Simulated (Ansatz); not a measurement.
## Abstraction of Cl: C2HClF2 + MgH → C2HF2 + MgHCl

Gas-phase species: C2HClF2 `F/C=C(\F)Cl`, singlet; MgH, doublet; C2HF2 `F/[C]=C\F`, doublet; MgHCl `[MgH][Cl]`, singlet. A radical takes Cl: the energy is the difference in strength between the C–Cl bond broken and the Mg–Cl bond made.

Shapes, held fixed at every level: PBE0-D4/def2-TZVP. Programs: Ansatz 0.2.0. The zero-point and thermal change to 298 K, harmonic and unscaled (PBE0-D4/def2-TZVP), is -0.8 kJ/mol.

```csv
level,kind,ΔH(298 K) (kJ/mol)
HF/def2-SVP,Hartree–Fock,-132.1
SPW92/def2-TZVPP,LDA,-22.2
PBE-D4/def2-TZVPP,GGA,-50.8
B3LYP-D4/def2-TZVPP,global hybrid,-70.1
BHLYP-D4/def2-TZVPP,global hybrid,-81.4
r2SCAN0-D4/def2-TZVPP,global hybrid,-79.6
wB97X-V/def2-TZVPP,range-separated hybrid,-73.9
B2PLYP/def2-TZVPP,double hybrid,-74.2
```

B2PLYP/def2-TZVPP gives ΔH(298 K) = -74.2 kJ/mol; the levels span -132.1 to -22.2. The median of the levels is -74.0. No measured value is set beside it here. Spin contamination: C2HF2 (⟨S²⟩ up to 0.94). Open shells run unrestricted. Outer-core shells of Mg are correlated, in sets that cover them unevenly. Sets without diffuse functions underbind ionic bonds of s-block metals.
